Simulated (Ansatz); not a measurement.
A run for Ansatz (an electronic-structure program): R-r2SCAN/def2-TZVPP on propyne (SMILES C#CC), atoms moved off the minimum.

Ansatz 0.2 input:
```yaml
crystal:
  periodic: [false, false, false]
  atoms:
    - {symbol: C, position_ang: [-1.21115898, -0.12575839, -0.14865497]}
    - {symbol: C, position_ang: [0.21221058, 0.05801400, 0.00989503]}
    - {symbol: C, position_ang: [1.43069085, 0.13265115, 0.16599188]}
    - {symbol: H, position_ang: [-1.44149658, -0.98361127, -0.75155782]}
    - {symbol: H, position_ang: [-1.64543602, 0.73694750, -0.62332444]}
    - {symbol: H, position_ang: [-1.69265323, -0.22452181, 0.82550589]}
    - {symbol: H, position_ang: [2.43904595, 0.27353787, 0.31944322]}
basis:
  gaussian:
    orbitals: def2-TZVPP
hamiltonian:
  xc: {name: r2SCAN}
scf: {lower_state_search: off}
output: {forces: true}
```

It printed:

```
WARN ansatz: RAYON_NUM_THREADS=1 ignored (pool sized by the plan → 1); use --threads N
Functional definition: r2SCAN
these checks for a lower state are left out or cut short: stability, starts, cluster_reference, orbital_swaps, neighbouring_geometries, increment
integrals: 0.04 GiB planned
776 factors; their error is unknown
mean field: 0.44 GiB planned
mean field evaluation 1: about -3165.6634 eV, gradient 5.7e1 eV
mean field evaluation 2: about -3163.9919 eV, gradient 6.1e1 eV
mean field evaluation 4: about -3173.2291 eV, gradient 7.4e0 eV
mean field evaluation 8: about -3173.3478 eV, gradient 5.2e-1 eV
mean field evaluation 16: about -3173.3481 eV, gradient 3.3e-4 eV
mean field -3173.34807759 eV, -116.6183908789 hartree, gradient 3.5e-6 eV, S^2 0.000000; 0 other end points of the search recorded, 0 dependent functions left out
the calculation of the forces begins
reference -3173.34808727 eV, -116.6183912347 hartree; 11, 11 occupied and 138, 138 virtual orbitals, 776 factors
Total energy: -3173.34808727 eV, -116.6183912347 hartree
Atom 0 at    -1.211159    -0.125758    -0.148655 Å, force     0.191989     0.364026     0.508019 eV/Å
Atom 1 at     0.212211     0.058014     0.009895 Å, force     2.898300    -0.095954     0.390400 eV/Å
Atom 2 at     1.430691     0.132651     0.165992 Å, force    -4.140709    -0.195740    -0.528877 eV/Å
Atom 3 at    -1.441497    -0.983611    -0.751558 Å, force    -0.098638    -0.549061    -0.279517 eV/Å
Atom 4 at    -1.645436     0.736947    -0.623324 Å, force    -0.268493     0.451286    -0.296987 eV/Å
Atom 5 at    -1.692653    -0.224522     0.825506 Å, force    -0.036071    -0.128262     0.028657 eV/Å
Atom 6 at     2.439046     0.273538     0.319443 Å, force     1.453623     0.153705     0.178304 eV/Å
Dipole moment:    -0.204137    -0.014993    -0.014609 e Å
Checks for a lower state left out: stability, starts, cluster_reference, orbital_swaps, neighbouring_geometries, increment
```

The calculation finished and met its thresholds.

Cost: around 1.3 core-seconds (rough).
